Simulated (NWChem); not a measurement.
**Correlation energy of nitrogen (N₂)**

```xyz
2

N      0.0000     0.0000     0.5502
N      0.0000     0.0000    -0.5502
```
Charge 0, spin multiplicity 1.

Everything below was run with NWChem. Structure: optimised with B3LYP/def2-SVP, a minimum by its harmonic frequencies.

Basis set: def2-QZVP. Each correlation energy counts from its own Hartree-Fock reference.

The correlated methods keep 2 core orbitals frozen. No row is a measurement; the coupled-cluster row has its own basis-set and correlation limits.

Question: Order these methods by the correlation energy they give, lowest first: MP2, SCS-MP2, CR-CCSD[T], CCSD+T(CCSD).

Answer: CCSD+T(CCSD) (-413.8 mHa), CR-CCSD[T] (-409.9 mHa), MP2 (-398.4 mHa), SCS-MP2 (-392.0 mHa)
